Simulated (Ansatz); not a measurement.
Relaxation of BH3NS (6 atoms, charge 0, multiplicity 2), to a largest force component of 0.015 eV/Å in at most 40 steps.

All numbers below come from UKS PBE0-D4/def2-SVP in Ansatz.

```xyz
6
Properties=species:S:1:pos:R:3
N -0.821 0.325 -0.649
B -0.364 -0.647 0.349
S -0.847 -2.432 0.187
H -1.337 -0.154 -1.381
H -0.030 0.757 -1.163
H -2.060 -2.243 0.912
```

Problem. Where does it end, and by what steps?

Solution. It converged. After 15 steps the energy has fallen by 0.973 eV; S3 moved furthest, 0.61 Å.

```csv
step,energy less start (eV),largest force component (eV/Å),accepted
0,0.0000,1.819,yes
1,-0.3428,2.110,yes
2,-0.4563,2.066,yes
3,-0.4331,2.236,no
4,-0.6583,0.591,yes
5,-0.6845,0.351,yes
6,-0.7217,0.491,yes
7,-0.7803,0.894,yes
8,-0.8102,1.353,yes
9,-0.8981,0.920,yes
10,-0.9514,0.453,yes
11,-0.8938,0.496,no
12,-0.9688,0.175,yes
13,-0.9729,0.070,yes
14,-0.9735,0.023,yes
15,-0.9735,0.002,yes
```

```xyz
6
Properties=species:S:1:pos:R:3
N -0.662 0.098 -0.751
B -0.118 -0.877 0.068
S -0.828 -2.347 0.792
H -1.626 0.097 -1.073
H -0.126 0.887 -1.087
H -2.098 -2.252 0.305
```

Whether the end is a true minimum wasn't checked by a vibrational analysis.

The run took 37 s on 1 thread of Arm Neoverse V2 (shared host), peak memory 0.14 GiB.
